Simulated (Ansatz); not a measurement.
Molecule: OCl (charge 0, doublet). SMILES: [O]Cl
Geometry: optimised at B3LYP-D3(BJ)/def2-TZVP (Ansatz, a quantum-chemistry and plane-wave program).

Property: atomisation energy (electronic, to ground-state atoms), in kJ/mol. Cores are frozen in the correlated levels unless marked. UHF or UKS for open shells. No spin-orbit coupling. No relativistic terms. The coupled-cluster limit lacks core correlation, which all-electron functionals hold. CBS(X,Y): correlation extrapolated as X^-3; Hartree-Fock from the larger set (for Q and 5 zeta extrapolated as (X+1)exp(-9√X)).

| level | program | atomisation energy (kJ/mol) |
|---|---|---|
| PBE-QIDH/def2-TZVPD | Ansatz | ___ |
| CCSD/aug-cc-pV(T+d)Z | Ansatz | 226.6 |
| CCSD(T)/CBS(cc-pV(Q+d)Z,cc-pV(5+d)Z) | Ansatz | ___ |

Complete the blanks.


- PBE-QIDH/def2-TZVPD, atomisation energy (kJ/mol): 247.9
- CCSD(T)/CBS(cc-pV(Q+d)Z,cc-pV(5+d)Z), atomisation energy (kJ/mol): 270.3
